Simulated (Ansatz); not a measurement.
```yaml
crystal:
  periodic: [false, false, false]
  atoms:
    - {symbol: Ti, position_ang: [0.001271, 0.497673, -0.180124]}
    - {symbol: N, position_ang: [-0.019567, 2.294210, 0.078420]}
    - {symbol: Cl, position_ang: [0.006014, -1.578327, 0.212213]}
basis:
  gaussian: {orbitals: def2-TZVP}
magnetization: {spin_polarized: true, initial_magnetization: 4}
hamiltonian: {xc: pbe0}
relax: {f_tol: 0.004, max_steps: 80}
```

```sh
$ ansatz run in.yaml --threads 1 --pin off --events-out ev --progress --plain --max-ram 2176MiB
```

Steps of the relaxation (energy above the last step; positions in Å, forces in eV/Å):

```
3
step 1, 450.3 meV
Ti    0.001    0.498   -0.180    0.028   -0.410   -0.903
N    -0.020    2.294    0.078   -0.032    2.606    0.436
Cl    0.006   -1.578    0.212    0.004   -2.196    0.467
```

```
3
step 2, 179.9 meV
Ti    0.002    0.514   -0.217    0.026   -1.503   -0.521
N    -0.021    2.367    0.095   -0.024    1.680    0.392
Cl    0.006   -1.667    0.233   -0.002   -0.177    0.129
```

```
3
step 3, 11.4 meV
Ti    0.008    0.486   -0.415    0.007   -0.602   -0.093
N    -0.024    2.374    0.205   -0.007    0.338    0.150
Cl    0.003   -1.646    0.321    0.000    0.264   -0.057
```

```
3
step 4, 27.0 meV
Ti    0.012    0.466   -0.563   -0.015    0.056    0.527
N    -0.026    2.336    0.289    0.011   -0.447   -0.278
Cl    0.001   -1.589    0.385    0.004    0.390   -0.248
```

```
3
step 7, 0.0 meV
Ti    0.010    0.469   -0.474    0.000    0.000    0.000
N    -0.025    2.351    0.240    0.000    0.001    0.000
Cl    0.003   -1.607    0.344    0.000   -0.001    0.000
```

Close pairs at the end: Ti1–N2 2.014 Å, Ti1–Cl3 2.231 Å.

A stationary point of unrestricted PBE0 after 7 steps, with ⟨S²⟩ = 6.008 against 6.00 for a pure state; no frequencies were run, so it isn't proven a minimum. 2.3 min on 1 thread of AMD EPYC 7R43, shared host.
